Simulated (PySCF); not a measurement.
Species: C3H8N (charge +1).
Cartesian coordinates in Å at the PBE0-D3(BJ)/def2-SVP level; atoms count from 1:
```
atom  x, y, z in Å
C1     0.316    1.063    0.075
C2    -0.959    0.231    0.267
N3    -0.200   -1.028   -0.116
C4     1.101   -0.247   -0.061
H5     0.598    1.701    0.921
H6     0.311    1.671   -0.840
H7    -1.311    0.145    1.302
H8    -1.811    0.416   -0.399
H9    -0.430   -1.372   -1.055
H10   -0.283   -1.826    0.525
H11    1.711   -0.402   -0.959
H12    1.671   -0.547    0.828
```

Method used: MP2 and CCSD/aug-cc-pVDZ in PySCF, restricted Hartree–Fock reference, frozen core, non-relativistic, gas phase, PBE0-D3(BJ)/def2-SVP geometry.

E(HF) = -172.48194 Eh.

How large is the problem?

164 basis functions and 32 electrons; 4 orbitals frozen, which leaves o = 12 correlated occupied and v = 148 virtual orbitals. That is o·v = 1776 singles and o·v(o·v + 1)/2 = 1577976 distinct closed-shell doubles amplitudes before symmetry; the costliest CCSD step grows as o²v⁴ = 6.9 × 10^10.

What are the MP2 and CCSD correlation energies?

MP2 -0.6034 Eh and CCSD -0.6534 Eh, which gives totals of -173.08532 and -173.13539 Eh. That is 0.741 eV for each correlated electron at CCSD (1716 kJ/mol in all, 0.377 % of the total energy); MP2 gives 92.3 % of the CCSD value.

What is the T1 diagnostic?

0.0082, below the customary warning level of 0.02. It is the norm of the spatial-orbital singles amplitudes over the root of the number of correlated electrons, so the norm is 0.040.

Connected triples and the basis-set limit are missing.
